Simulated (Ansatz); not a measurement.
A geometry optimisation of C3H2+ with B3LYP-D4/def2-TZVP

The starting geometry of this gas-phase doublet was optimised with GFN2-xTB.

| atom | x (Å) | y (Å) | z (Å) |
| --- | --- | --- | --- |
| C | 1.8231 | 1.2482 | -0.5677 |
| C | 1.5387 | 0.0896 | -0.2781 |
| C | 1.2300 | -1.1752 | 0.0378 |
| H | 0.2872 | -1.4017 | 0.5460 |
| H | 1.9204 | -1.9879 | -0.2103 |

Problem. Predict what becomes of its bonds when it is optimised with B3LYP-D4/def2-TZVP.

Solution. It keeps its bonds.

The energy falls by 0.14 eV over 18 steps:

```json
{"step": "1", "E − E(last) (eV)": "0.139"}
{"step": "3", "E − E(last) (eV)": "0.136"}
{"step": "5", "E − E(last) (eV)": "0.136"}
{"step": "7", "E − E(last) (eV)": "0.136"}
{"step": "9", "E − E(last) (eV)": "0.134"}
{"step": "10", "E − E(last) (eV)": "0.118"}
{"step": "12", "E − E(last) (eV)": "0.023"}
{"step": "14", "E − E(last) (eV)": "0.009"}
{"step": "16", "E − E(last) (eV)": "0.000"}
{"step": "18", "E − E(last) (eV)": "0.000"}
```

Final geometry (Å):

```yaml
atoms:
  - { symbol: C, position_ang: [1.9519, 1.2403, -0.6320] }
  - { symbol: C, position_ang: [1.4100, 0.1110, -0.2155] }
  - { symbol: C, position_ang: [1.2052, -1.1637, 0.0492] }
  - { symbol: H, position_ang: [0.2897, -1.4906, 0.5526] }
  - { symbol: H, position_ang: [1.9427, -1.9241, -0.2266] }
```

Frequencies at the end are all real (lowest 259 cm⁻¹). Open shells are spin-unrestricted. Run with Ansatz 0.2.0, 53 s on 2 threads of Arm Neoverse V2 (shared host).
